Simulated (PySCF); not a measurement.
## Choosing a basis for TDDFT

HCN.
Atom-mapped SMILES: `[CH:1]#[N:2]` (hydrogens: H3 on C1)

Structure used (PBE0-D3(BJ)/def2-SVP), in Å, numbered top down from 1:
```xyz
3
HCN angstrom
C     -0.0171   -0.0179    0.0000
N      0.7835    0.8128    0.0000
H     -0.7664   -0.7949    0.0000
```

TDDFT with PBE0 (PySCF), vertical singlets, core orbitals frozen in the response, spherical d and f functions. Geometry: PBE0-D3(BJ)/def2-SVP; no solvent, vibrations or thermal averaging.

Q: How do the low singlets change with the basis? Take 6-31G*, def2-SVP, 6-31+G*, def2-SVPD, aug-cc-pVDZ, def2-TZVP, def2-TZVPD and aug-cc-pVTZ.

A: 

```json
{"basis": "6-31G*", "functions": "30", "diffuse": "no", "S1 (eV)": "8.03", "S2 (eV)": "8.49", "S3 (eV)": "8.49", "S4 (eV)": "9.58", "S5 (eV)": "9.58", "LUMO (eV)": "0.86", "α (au)": "11.8"}
{"basis": "def2-SVP", "functions": "33", "diffuse": "no", "S1 (eV)": "8.00", "S2 (eV)": "8.45", "S3 (eV)": "8.45", "S4 (eV)": "9.44", "S5 (eV)": "9.44", "LUMO (eV)": "0.63", "α (au)": "12.2"}
{"basis": "6-31+G*", "functions": "38", "diffuse": "yes", "S1 (eV)": "7.85", "S2 (eV)": "8.25", "S3 (eV)": "8.25", "S4 (eV)": "9.32", "S5 (eV)": "9.32", "LUMO (eV)": "0.13", "α (au)": "14.2"}
{"basis": "def2-SVPD", "functions": "48", "diffuse": "yes", "S1 (eV)": "7.82", "S2 (eV)": "8.23", "S3 (eV)": "8.23", "S4 (eV)": "9.20", "S5 (eV)": "9.20", "LUMO (eV)": "0.18", "α (au)": "16.3"}
{"basis": "aug-cc-pVDZ", "functions": "55", "diffuse": "yes", "S1 (eV)": "7.75", "S2 (eV)": "8.13", "S3 (eV)": "8.13", "S4 (eV)": "9.17", "S5 (eV)": "9.17", "LUMO (eV)": "-0.01", "α (au)": "16.8"}
{"basis": "def2-TZVP", "functions": "68", "diffuse": "no", "S1 (eV)": "7.83", "S2 (eV)": "8.22", "S3 (eV)": "8.22", "S4 (eV)": "9.27", "S5 (eV)": "9.27", "LUMO (eV)": "0.25", "α (au)": "15.1"}
{"basis": "def2-TZVPD", "functions": "83", "diffuse": "yes", "S1 (eV)": "7.76", "S2 (eV)": "8.13", "S3 (eV)": "8.13", "S4 (eV)": "9.18", "S5 (eV)": "9.18", "LUMO (eV)": "0.09", "α (au)": "17.0"}
{"basis": "aug-cc-pVTZ", "functions": "115", "diffuse": "yes", "S1 (eV)": "7.74", "S2 (eV)": "8.10", "S3 (eV)": "8.10", "S4 (eV)": "9.13", "S5 (eV)": "9.13", "LUMO (eV)": "-0.04", "α (au)": "17.1"}
```

States are compared by their number. Against the largest diffuse basis here (aug-cc-pVTZ, itself not a converged limit), sets without diffuse functions differ by up to 0.29 eV in S1 and 0.45 eV in S5; the smaller diffuse sets differ by up to 0.12 and 0.19 eV. State by state, the largest deviation of a set without diffuse functions is S1 0.29, S2 0.39, S3 0.39, S4 0.45, S5 0.45 eV. The same number needn't mean the same state in each row. Against aug-cc-pVTZ the polarisability deviates by -31% in 6-31G*, -29% in def2-SVP, -17% in 6-31+G*, -5% in def2-SVPD, -2% in aug-cc-pVDZ, -12% in def2-TZVP, -1% in def2-TZVPD. A single + in a Pople set puts diffuse functions on heavy atoms only.
